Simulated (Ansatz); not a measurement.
# C2H2F4 (norflurane): levels of theory compared

We compute a comparison of 6 runs (HF/3-21G, B3LYP/6-31G*, B2PLYP/6-31G**, B2PLYP/cc-pVDZ, B3LYP/pcseg-1, CAM-B3LYP/6-311G**) of C2H2F4 (norflurane). 

Program for the calculation: Ansatz 0.2.0.

3 further runs of the same task are left out: 3 set aside as unsound or not needed.

## Step 1: The structure to begin with

The species is C2H2F4 (8 atoms), meant as a singlet with charge 0. SMILES: `FCC(F)(F)F`. The coordinates come from a PBE0-D4/def2-TZVP relaxation.

Bond lengths: F1–C2 1.364 Å, C2–C3 1.514 Å, C3–F4 1.332 Å, C3–F5 1.339 Å, C3–F6 1.332 Å, C2–H7 1.092 Å, C2–H8 1.092 Å. Some angles: F1–C2–C3 109.8°, C2–C3–F4 111.9°, C2–C3–F5 108.9°, C2–C3–F6 111.9°, F4–C3–F5 108.1°, F4–C3–F6 107.9°, F5–C3–F6 108.1°, F1–C2–H7 109.7°, F1–C2–H8 109.7°, C3–C2–H7 108.6°.

## Step 2: Energy and gradient at HF/3-21G (run 1)

Input file run.yaml:

```yaml
crystal:
  periodic: [false, false, false]
  atoms:
    - {symbol: F, position_ang: [-0.224600, -1.506500, 0.915200]}
    - {symbol: C, position_ang: [-0.211200, -0.737800, -0.211700]}
    - {symbol: C, position_ang: [0.211200, 0.674300, 0.135500]}
    - {symbol: F, position_ang: [1.434400, 0.711300, 0.662400]}
    - {symbol: F, position_ang: [0.217100, 1.411800, -0.982100]}
    - {symbol: F, position_ang: [-0.624600, 1.243600, 1.002900]}
    - {symbol: H, position_ang: [0.502000, -1.148600, -0.930100]}
    - {symbol: H, position_ang: [-1.212300, -0.705100, -0.647900]}
basis:
  gaussian:
    orbitals: 3-21G.json
hamiltonian:
  xc: hf
accuracy: high
output:
  forces: true
  orbitals: {seedname: orbitals}
```

The basis set 3-21G is read from a file made from the Basis Set Exchange's data (not shown).

Launch:

```bash
$ ansatz run run.yaml --threads 1 --pin off --max-ram 2610MiB --events-out events.jsonl --progress --plain --runs-dir runs
```

The program printed:

```text
Warning: RAYON_NUM_THREADS=1 ignored (pool sized by the plan → 1); use --threads N
Functional definition: HF
  name "HF"
  exchange = exact_x
  correlation = 0
1302 factors; integrals over basis functions are off by at most 5.9e-9 eV
mean field evaluation 1: about -12841.8245 eV, gradient 4.2e1 eV
mean field evaluation 2: about -12842.2856 eV, gradient 4.2e1 eV
mean field evaluation 4: about -12846.1270 eV, gradient 2.8e0 eV
mean field evaluation 8: about -12846.1713 eV, gradient 1.7e-1 eV
mean field evaluation 16: about -12846.1714 eV, gradient 4.3e-8 eV
mean field -12846.17139308 eV, -472.0880912480 hartree, gradient 4.3e-8 eV, S^2 0.000000; 0 other end points of the search recorded, 0 dependent functions left out
the calculation of the forces begins
reference -12846.17139308 eV, -472.0880912480 hartree; 25, 25 occupied and 33, 33 virtual orbitals, 1302 factors
Total energy: -12846.17139308 eV, -472.0880912480 hartree
Atom 0 at    -0.224600    -1.506500     0.915200 Å, force     0.030800    -0.580323     1.096989 eV/Å
Atom 1 at    -0.211200    -0.737800    -0.211700 Å, force    -0.072746     0.697601    -1.528608 eV/Å
Atom 2 at     0.211200     0.674300     0.135500 Å, force    -0.282789    -0.993574    -0.173927 eV/Å
Atom 3 at     1.434400     0.711300     0.662400 Å, force     0.699997    -0.036364     0.259524 eV/Å
Atom 4 at     0.217100     1.411800    -0.982100 Å, force    -0.029791     0.248858    -0.568427 eV/Å
Atom 5 at    -0.624600     1.243600     1.002900 Å, force    -0.519856     0.279228     0.461731 eV/Å
Atom 6 at     0.502000    -1.148600    -0.930100 Å, force    -0.428677     0.325903     0.311194 eV/Å
Atom 7 at    -1.212300    -0.705100    -0.647900 Å, force     0.603062     0.058670     0.141524 eV/Å
Dipole moment:    -0.129706    -0.217638    -0.445636 e Å
```

Wall time 2.1 s (1 thread of Intel Xeon Platinum 8259CL at 2.50GHz (Skylake/Cascade Lake), shared host).

## Step 3: Energy and forces at B3LYP/6-31G(d) (spherical functions) (run 2)

Input file molecule.yaml:

```yaml
crystal:
  periodic: [false, false, false]
  atoms:
    - {symbol: F, position_ang: [-0.224600, -1.506500, 0.915200]}
    - {symbol: C, position_ang: [-0.211200, -0.737800, -0.211700]}
    - {symbol: C, position_ang: [0.211200, 0.674300, 0.135500]}
    - {symbol: F, position_ang: [1.434400, 0.711300, 0.662400]}
    - {symbol: F, position_ang: [0.217100, 1.411800, -0.982100]}
    - {symbol: F, position_ang: [-0.624600, 1.243600, 1.002900]}
    - {symbol: H, position_ang: [0.502000, -1.148600, -0.930100]}
    - {symbol: H, position_ang: [-1.212300, -0.705100, -0.647900]}
basis:
  gaussian:
    orbitals: 6-31G_st_-spherical.json
total_charge: 0
hamiltonian:
  xc: {name: B3LYP}
accuracy: high
output:
  forces: true
  orbitals: {seedname: orbitals}
```

The basis set 6-31G* is read from a file made from the Basis Set Exchange's data (not shown).

Launch:

```bash
$ ansatz run molecule.yaml --threads 1 --pin off --max-ram 2610MiB --events-out events.jsonl --progress --plain --runs-dir runs
```

The program printed, cut to the lines that bear on the results:

```text
Warning: RAYON_NUM_THREADS=1 ignored (pool sized by the plan → 1); use --threads N
Functional definition: B3LYP
  name "B3LYP"
[...]
2054 factors; integrals over basis functions are off by at most 3.4e-9 eV
[...]
mean field -12973.44024358 eV, -476.7651352379 hartree, gradient 4.8e-8 eV, S^2 0.000000; 0 other end points of the search recorded, 0 dependent functions left out
[...]
reference -12973.44026829 eV, -476.7651361462 hartree; 25, 25 occupied and 63, 63 virtual orbitals, 2054 factors
Total energy: -12973.44026829 eV, -476.7651361462 hartree
Atom 0 at    -0.224600    -1.506500     0.915200 Å, force     0.005605    -0.251900     0.427649 eV/Å
Atom 1 at    -0.211200    -0.737800    -0.211700 Å, force    -0.027770     0.074414    -0.276378 eV/Å
Atom 2 at     0.211200     0.674300     0.135500 Å, force    -0.070127    -0.250212    -0.046876 eV/Å
Atom 3 at     1.434400     0.711300     0.662400 Å, force     0.571458    -0.055277     0.240015 eV/Å
Atom 4 at     0.217100     1.411800    -0.982100 Å, force    -0.011584     0.309037    -0.552292 eV/Å
Atom 5 at    -0.624600     1.243600     1.002900 Å, force    -0.427892     0.203049     0.405375 eV/Å
Atom 6 at     0.502000    -1.148600    -0.930100 Å, force     0.020757    -0.024937    -0.105511 eV/Å
Atom 7 at    -1.212300    -0.705100    -0.647900 Å, force    -0.060448    -0.004173    -0.091983 eV/Å
Dipole moment:    -0.091437    -0.149778    -0.319795 e Å
```

It took 15 s on 1 thread of Intel Xeon Platinum 8259CL at 2.50GHz (Skylake/Cascade Lake), shared host.

Runs 3 to 4 aren't shown in full; the table further down has their settings and results.

## Step 4: Energy and forces at B3LYP/pcseg-1 (run 5)

molecule.yaml, as its differences from that of step 3:

```diff
@@ -1 +1,3 @@
+basis:
+  gaussian: {orbitals: pcseg-1.json}
 crystal:
@@ -11,11 +13,4 @@
     - {symbol: H, position_ang: [-1.212300, -0.705100, -0.647900]}
-basis:
-  gaussian:
-    orbitals: 6-31G_st_-spherical.json
-total_charge: 0
-hamiltonian:
-  xc: {name: B3LYP}
 accuracy: high
-output:
-  forces: true
-  orbitals: {seedname: orbitals}
+hamiltonian: {xc: {name: B3LYP}}
+output: {forces: true, orbitals: {seedname: orbitals}}
```

The basis set pcseg-1 is read from a file made from the Basis Set Exchange's data (not shown).

Launch:

```bash
$ ansatz run molecule.yaml --threads 1 --pin off --max-ram 2610MiB --events-out events.jsonl --progress --plain --runs-dir runs
```

The program printed, cut to the lines that bear on the results:

```text
Warning: RAYON_NUM_THREADS=1 ignored (pool sized by the plan → 1); use --threads N
[... 2 set-up lines as earlier in the session ...]
[...]
2216 factors; integrals over basis functions are off by at most 4.3e-9 eV
[...]
mean field -12971.51739420 eV, -476.6944718266 hartree, gradient 3.4e-8 eV, S^2 0.000000; 0 other end points of the search recorded, 0 dependent functions left out
[...]
reference -12971.51742380 eV, -476.6944729143 hartree; 25, 25 occupied and 69, 69 virtual orbitals, 2216 factors
Total energy: -12971.51742380 eV, -476.6944729143 hartree
Atom 0 at    -0.224600    -1.506500     0.915200 Å, force    -0.001697    -0.298994     0.457080 eV/Å
Atom 1 at    -0.211200    -0.737800    -0.211700 Å, force    -0.006646     0.186884    -0.324624 eV/Å
Atom 2 at     0.211200     0.674300     0.135500 Å, force    -0.129368    -0.460471    -0.075413 eV/Å
Atom 3 at     1.434400     0.711300     0.662400 Å, force     0.598548    -0.001200     0.254842 eV/Å
Atom 4 at     0.217100     1.411800    -0.982100 Å, force     0.002562     0.371681    -0.564588 eV/Å
Atom 5 at    -0.624600     1.243600     1.002900 Å, force    -0.420160     0.262164     0.423325 eV/Å
Atom 6 at     0.502000    -1.148600    -0.930100 Å, force     0.087923    -0.058273    -0.103407 eV/Å
Atom 7 at    -1.212300    -0.705100    -0.647900 Å, force    -0.131162    -0.001790    -0.067214 eV/Å
Dipole moment:    -0.105642    -0.173172    -0.369285 e Å
```

Wall time 14 s (1 thread of Intel Xeon Platinum 8259CL at 2.50GHz (Skylake/Cascade Lake), shared host).

## Step 5: Energy and gradient at CAM-B3LYP/6-311G(d,p) (run 6)

Input file run.yaml:

```yaml
crystal:
  periodic: [false, false, false]
  atoms:
    - symbol: F
      position_ang: [-0.224600, -1.506500, 0.915200]
    - symbol: C
      position_ang: [-0.211200, -0.737800, -0.211700]
    - symbol: C
      position_ang: [0.211200, 0.674300, 0.135500]
    - symbol: F
      position_ang: [1.434400, 0.711300, 0.662400]
    - symbol: F
      position_ang: [0.217100, 1.411800, -0.982100]
    - symbol: F
      position_ang: [-0.624600, 1.243600, 1.002900]
    - symbol: H
      position_ang: [0.502000, -1.148600, -0.930100]
    - symbol: H
      position_ang: [-1.212300, -0.705100, -0.647900]
basis:
  gaussian:
    orbitals: 6-311G_st__st_.json
hamiltonian:
  xc: {name: CAM-B3LYP}
accuracy: high
output: {forces: true, orbitals: {seedname: orbitals}}
```

The basis set 6-311G** is read from a file made from the Basis Set Exchange's data (not shown).

Launch:

```bash
$ ansatz run run.yaml --threads 1 --pin off --max-ram 2610MiB --events-out events.jsonl --progress --plain --runs-dir runs
```

The program printed, cut to the lines that bear on the results:

```text
Warning: RAYON_NUM_THREADS=1 ignored (pool sized by the plan → 1); use --threads N
Functional definition: CAM-B3LYP
  name "CAM-B3LYP"
[...]
2426 factors; integrals over basis functions are off by at most 4.0e-9 eV
345 factors; integrals over basis functions are off by at most 2.5e-9 eV
[...]
mean field -12974.29807079 eV, -476.7966598063 hartree, gradient 2.0e-8 eV, S^2 0.000000; 0 other end points of the search recorded, 0 dependent functions left out
[...]
reference -12974.29808516 eV, -476.7966603344 hartree; 25, 25 occupied and 95, 95 virtual orbitals, 2426 factors
Total energy: -12974.29808516 eV, -476.7966603344 hartree
Atom 0 at    -0.224600    -1.506500     0.915200 Å, force     0.007660    -0.111671     0.219748 eV/Å
Atom 1 at    -0.211200    -0.737800    -0.211700 Å, force    -0.002195     0.169203    -0.269967 eV/Å
Atom 2 at     0.211200     0.674300     0.135500 Å, force    -0.069014    -0.256571    -0.029206 eV/Å
Atom 3 at     1.434400     0.711300     0.662400 Å, force     0.157595    -0.006676     0.066187 eV/Å
Atom 4 at     0.217100     1.411800    -0.982100 Å, force     0.000809     0.105153    -0.158406 eV/Å
Atom 5 at    -0.624600     1.243600     1.002900 Å, force    -0.114714     0.063680     0.111238 eV/Å
Atom 6 at     0.502000    -1.148600    -0.930100 Å, force    -0.018254     0.025838     0.034780 eV/Å
Atom 7 at    -1.212300    -0.705100    -0.647900 Å, force     0.038113     0.011044     0.025625 eV/Å
Dipole moment:    -0.105310    -0.176358    -0.362281 e Å
```

Wall time 18 s (1 thread of Intel Xeon Platinum 8259CL at 2.50GHz (Skylake/Cascade Lake), shared host); peak memory 0.5 GiB.

## Step 6: The series

```
run                                 level  frozen core orbitals  energy (Eh)  dipole moment (D)  HOMO energy (eV)  LUMO energy (eV)  wall time
  1                              HF/3-21G                     –  -472.088091               2.46            -14.76              6.76      2.1 s
  2    B3LYP/6-31G* (spherical functions)                     –  -476.765136               1.75             -9.66              2.11       15 s
  3  B2PLYP/6-31G** (spherical functions)                     6  -476.386459               1.80            -11.88              3.97       35 s
  4                        B2PLYP/cc-pVDZ                     6  -476.436705               1.85            -11.99              3.04       36 s
  5                         B3LYP/pcseg-1                     –  -476.694473               2.02            -10.23              1.11       14 s
  6                    CAM-B3LYP/6-311G**                     –  -476.796660               2.00            -11.87              2.33       18 s
```

## Step 7: Outcome

| quantity | value |
| --- | --- |
| run 6: total energy | -476.79666 Eh |
| run 6: dipole moment | 2.00 D |
| run 6: HOMO energy | -11.87 eV |
| run 6: LUMO energy | 2.33 eV |
| run 6: HOMO–LUMO gap | 14.20 eV |
| run 6: largest force on an atom | 0.319 eV/Å |

In words: The dipole moment (its size) runs from 1.75 D (B3LYP/6-31G*) to 2.46 D (HF/3-21G). The two ends differ in method and basis. The HOMO–LUMO gap runs from 11.34 eV (B3LYP/pcseg-1) to 21.52 eV (HF/3-21G). Totals of different functionals can't be ranked against each other. All runs together took 2 min, the longest 36 s.
